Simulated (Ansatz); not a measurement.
The input, for Ansatz 0.2.0:

```yaml
crystal:
  periodic: [false, false, false]
  atoms:
    - {symbol: C, position_ang: [-0.147752, 0.000000, 0.000000]}
    - {symbol: H, position_ang: [-0.510958, 1.027301, 0.000000]}
    - {symbol: H, position_ang: [-0.510958, -0.513650, 0.889668]}
    - {symbol: H, position_ang: [-0.510958, -0.513650, -0.889669]}
    - {symbol: H, position_ang: [1.089248, 0.000000, 0.000000]}
    - {symbol: H, position_ang: [2.204248, 0.000000, 0.000000]}
basis:
  gaussian: {orbitals: 6-31G}
magnetization: {spin_polarized: false, initial_magnetization: 1}
correlation: {method: sc_nevpt2, electrons: all, active_space: {window: {electrons: 3, orbitals: 3}, states: [{multiplicity: 2, weights: [0.5, 1, 0.5]}]}}
scf: {lower_state_search: light}
output: {forces: true}
```

```sh
$ ansatz run in.yaml --threads 1 --pin off --events-out ev --progress --plain --max-ram 2393MiB
```

Problem. Roughly how long does this take on 1 thread of Intel Xeon 6975P-C, shared host, and how much host memory?

Solution. 0.3 s wall and 0.13 GiB.

```
442 factors; integrals over basis functions are off by at most 1.9e-7 eV
mean field evaluation 1: about -1105.0093 eV, gradient 1.4e1 eV
mean field evaluation 2: about -1105.0052 eV, gradient 1.4e1 eV
mean field evaluation 4: about -1105.8319 eV, gradient 2.3e0 eV
mean field evaluation 8: about -1105.9023 eV, gradient 7.5e-3 eV
mean field -1105.90234393 eV, -40.6411615319 hartree, gradient 6.9e-6 eV, S^2 0.750000; 0 other end points of the search recorded, 0 dependent functions left out
reference -1105.90234393 eV, -40.6411615319 hartree; 6, 5 occupied and 13, 14 virtual orbitals, 442 factors
state -1105.91230954 eV, -40.6415277613 hartree
state -1098.66868026 eV, -40.3753292951 hartree
state -1094.54497357 eV, -40.2237858693 hartree
state -1105.91230954 eV, -40.6415277613 hartree; corrected -1108.94316104 eV, -40.7529094997 hartree
state -1098.66868026 eV, -40.3753292951 hartree; corrected -1101.58271281 eV, -40.4824180161 hartree
state -1094.54497357 eV, -40.2237858693 hartree; corrected -1098.07931459 eV, -40.3536705063 hartree
the calculation of the forces begins
WARN: the results are in doubt because close orbitals or states may skew the forces
Total energy: -1102.54697531 eV, -40.5178540096 hartree
Atom 0 at    -0.147752     0.000000     0.000000 Å, force    -3.472746     0.000014     0.000000 eV/Å
Atom 1 at    -0.510958     1.027301     0.000000 Å, force     0.502878     1.280645    -0.000000 eV/Å
Atom 2 at    -0.510958    -0.513650     0.889668 Å, force     0.502873    -0.640330     1.109080 eV/Å
Atom 3 at    -0.510958    -0.513650    -0.889669 Å, force     0.502873    -0.640330    -1.109080 eV/Å
Atom 4 at     1.089248     0.000000     0.000000 Å, force     1.404926     0.000000     0.000000 eV/Å
Atom 5 at     2.204248     0.000000     0.000000 Å, force     0.559195     0.000000    -0.000000 eV/Å
Dipole moment:    -0.030481    -0.000000     0.000000 e Å
In doubt: close orbitals or states may skew the forces
```

The total printed last is the weighted mean of the 3 states, 6.396 eV above the lowest of them, and is no single state's energy.

Forces (eV/Å):
```
C   -3.473  0.000  0.000
H    0.503  1.281  0.000
H    0.503 -0.640  1.109
H    0.503 -0.640 -1.109
H    1.405  0.000  0.000
H    0.559  0.000  0.000
```
